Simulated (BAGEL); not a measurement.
# PBE0/def2-SVP (density fitting with qzvpp-jkfit) run of C2H2F2O (SMILES FC1OC1F)

Aim: the energy change on altering one bond length of C2H2F2O at PBE0/def2-SVP (density fitting with qzvpp-jkfit), from 2 runs. 

The calculation is run with BAGEL 1.2.2.

4 further runs of the same task are left out: 1 that didn't finish, 3 set aside as unsound or not needed.

## Step 1: The system as given

C2H2F2O has 7 atoms, charge 0, and is taken as a singlet. SMILES: `FC1OC1F`. The coordinates come from a PBE0-D4/def2-TZVP relaxation.

Bond lengths: F1–C2 1.341 Å, C2–O3 1.396 Å, C2–C4 1.451 Å, O3–C4 1.396 Å, C4–F5 1.341 Å, C2–H6 1.086 Å, C4–H7 1.086 Å. Some angles: F1–C2–O3 115.6°, F1–C2–C4 118.3°, O3–C2–C4 58.7°, C2–O3–C4 62.7°, C2–C4–O3 58.7°, C2–C4–F5 118.3°, O3–C4–F5 115.6°, F1–C2–H6 111.5°, O3–C2–H6 117.0°, C4–C2–H6 125.3°.

## Step 2: The energy at PBE0/def2-SVP (density fitting with qzvpp-jkfit)

The input, calc.json:

```json
{ "bagel": [

{
  "title": "molecule",
  "basis": "svp",
  "df_basis": "qzvpp-jkfit",
  "angstrom": true,
  "geometry": [
    { "atom": "F", "xyz": [      -1.664000,       0.243600,       0.558700 ] },
    { "atom": "C", "xyz": [      -0.421700,      -0.262000,       0.552400 ] },
    { "atom": "O", "xyz": [      -0.074300,      -0.991300,      -0.585800 ] },
    { "atom": "C", "xyz": [       0.527200,       0.256600,      -0.415700 ] },
    { "atom": "F", "xyz": [       0.116200,       1.216500,      -1.257500 ] },
    { "atom": "H", "xyz": [      -0.164000,      -0.696100,       1.514300 ] },
    { "atom": "H", "xyz": [       1.606300,       0.271400,      -0.291800 ] }
  ]
},

{ "title": "ks", "xc_func": "pbe0" },

{ "title": "print", "file": "orbitals.molden", "orbitals": true }

]}
```

The run is started by

```
$ BAGEL_NUM_THREADS=1 BAGEL calc.json > calc.out
```

The log of the run:

```text
* using 1 threads per process

  ===============================================================
  ===============================================================

  *** Geometry ***

  { "atom" : "F", "xyz" : [     -3.144504,      0.460337,      1.055790 ] },
  { "atom" : "C", "xyz" : [     -0.796898,     -0.495108,      1.043885 ] },
  { "atom" : "O", "xyz" : [     -0.140407,     -1.873286,     -1.107002 ] },
  { "atom" : "C", "xyz" : [      0.996264,      0.484904,     -0.785559 ] },
  { "atom" : "F", "xyz" : [      0.219586,      2.298852,     -2.376331 ] },
  { "atom" : "H", "xyz" : [     -0.309915,     -1.315438,      2.861612 ] },
  { "atom" : "H", "xyz" : [      3.035467,      0.512872,     -0.551422 ] },

  Number of auxiliary basis functions:      417

  Since a DF basis is specified, we compute 2- and 3-index integrals:
    o Being stored without compression. Storage requirement is 0.021 GB

  Number of basis functions:       80
  Number of electrons      :       40

    * METHOD: MOLECULE                             0.17

  *** Kohn-Sham DFT ***

    * Removing 13674 points whose weight is below 1.00e-10
    * Grid points: 90668

  === Nuclear Repulsion ===
   185.0079652992

       - DIIS with orbital gradients will be used.

  === KS iteration (pbe0 / svp) ===
      0       -323.91437964          0.15340667           0.27
      1       -302.78053513          0.22006340           0.26
      2       -322.68574336          0.17394804           0.25
      3       -346.02850430          0.10545223           0.25
      4       -350.37344587          0.05416937           0.25
      5       -351.51175801          0.01759173           0.25
      6       -351.61230901          0.01001448           0.25
      7       -351.64285448          0.00353489           0.25
      8       -351.64830943          0.00062530           0.25
      9       -351.64844946          0.00016650           0.25
     10       -351.64845957          0.00001590           0.25
     11       -351.64845966          0.00000682           0.25
     12       -351.64845968          0.00000145           0.25
     13       -351.64845968          0.00000070           0.25
     14       -351.64845968          0.00000029           0.25
     15       -351.64845968          0.00000007           0.25
     16       -351.64845968          0.00000002           0.25
     17       -351.64845968          0.00000000           0.25
    * SCF iteration converged.

    * Permanent dipole moment:
           (   -0.778121,     0.064803,    -0.728023) a.u.

    * METHOD: KS                                   5.00

    * METHOD: PRINT                                0.02

  ===============================================================
```

It took 5.4 s on 1 thread of Arm Neoverse V1, shared host; peak memory 0.35 GiB.

## Step 3: The distorted shape

The input, input.json:

```json
{ "bagel": [

{
  "title": "molecule",
  "basis": "svp",
  "df_basis": "qzvpp-jkfit",
  "angstrom": "true",
  "geometry": [
    { "atom": "F", "xyz": [      -1.825831,       0.241380,       0.540119 ] },
    { "atom": "C", "xyz": [      -0.583531,      -0.264220,       0.533819 ] },
    { "atom": "O", "xyz": [      -0.236131,      -0.993520,      -0.604381 ] },
    { "atom": "C", "xyz": [       0.365369,       0.254380,      -0.434281 ] },
    { "atom": "F", "xyz": [      -0.045631,       1.214280,      -1.276081 ] },
    { "atom": "H", "xyz": [      -0.325831,      -0.698320,       1.495719 ] },
    { "atom": "H", "xyz": [       1.606300,       0.271400,      -0.291800 ] }
  ]
},

{
  "title": "ks",
  "xc_func": "pbe0"
},

{
  "title": "print",
  "file": "orbitals.molden",
  "orbitals": "true"
}

]}
```

The run is started by

```
$ BAGEL_NUM_THREADS=1 BAGEL input.json > input.out
```

The log of the run:

```text
* using 1 threads per process

  ===============================================================
  ===============================================================

  *** Geometry ***

  { "atom" : "F", "xyz" : [     -3.450321,      0.456142,      1.020677 ] },
  { "atom" : "C", "xyz" : [     -1.102714,     -0.499303,      1.008772 ] },
  { "atom" : "O", "xyz" : [     -0.446223,     -1.877481,     -1.142115 ] },
  { "atom" : "C", "xyz" : [      0.690447,      0.480709,     -0.820672 ] },
  { "atom" : "F", "xyz" : [     -0.086230,      2.294657,     -2.411444 ] },
  { "atom" : "H", "xyz" : [     -0.615731,     -1.319634,      2.826499 ] },
  { "atom" : "H", "xyz" : [      3.035467,      0.512872,     -0.551422 ] },

  Number of auxiliary basis functions:      417

  Since a DF basis is specified, we compute 2- and 3-index integrals:
    o Being stored without compression. Storage requirement is 0.021 GB

  Number of basis functions:       80
  Number of electrons      :       40

    * METHOD: MOLECULE                             0.16

  *** Kohn-Sham DFT ***

    * Removing 13480 points whose weight is below 1.00e-10
    * Grid points: 90862

  === Nuclear Repulsion ===
   184.2147438821

       - DIIS with orbital gradients will be used.

  === KS iteration (pbe0 / svp) ===
      0       -323.97489271          0.15284277           0.26
      1       -302.04209928          0.21776034           0.25
      2       -327.33166293          0.17266681           0.25
      3       -349.31602552          0.06315626           0.25
      4       -349.48237159          0.06999489           0.25
      5       -351.59565749          0.00974858           0.24
      6       -351.61639726          0.00768525           0.24
      7       -351.63639181          0.00152049           0.24
      8       -351.63743937          0.00025678           0.24
      9       -351.63745757          0.00006731           0.24
     10       -351.63745769          0.00006840           0.25
     11       -351.63745972          0.00000554           0.25
     12       -351.63745973          0.00000208           0.25
     13       -351.63745973          0.00000076           0.24
     14       -351.63745973          0.00000028           0.24
     15       -351.63745973          0.00000009           0.25
     16       -351.63745973          0.00000002           0.24
     17       -351.63745973          0.00000002           0.24
     18       -351.63745973          0.00000000           0.25
    * SCF iteration converged.

    * Permanent dipole moment:
           (   -0.743852,     0.069457,    -0.721348) a.u.

    * METHOD: KS                                   5.12

    * METHOD: PRINT                                0.02

  ===============================================================
```

Run time: 5.7 s. Hardware: 1 thread of Arm Neoverse V1, shared host; peak memory 0.35 GiB.

## Step 4: What came out

Level: PBE0/def2-SVP (density fitting with qzvpp-jkfit).

| quantity | value |
| --- | --- |
| first shape: total energy | -351.64846 Eh |
| first shape: dipole moment | 2.71 D |
| first shape: HOMO energy | -8.87 eV |
| first shape: LUMO energy | 2.16 eV |
| first shape: HOMO–LUMO gap | 11.03 eV |
| distorted shape: total energy | -351.63746 Eh |
| distorted shape: dipole moment | 2.64 D |
| distorted shape: HOMO energy | -8.85 eV |
| distorted shape: LUMO energy | 1.51 eV |
| distorted shape: HOMO–LUMO gap | 10.36 eV |
| energy change with the C4–H7 bond stretched from 1.086 to 1.249 Å | 0.299 eV |

**Reading.** With the C4–H7 bond stretched from 1.086 to 1.249 Å the energy rises by 0.30 eV (6.9 kcal/mol). The first shape isn't relaxed at this level, so the change isn't measured from a minimum.
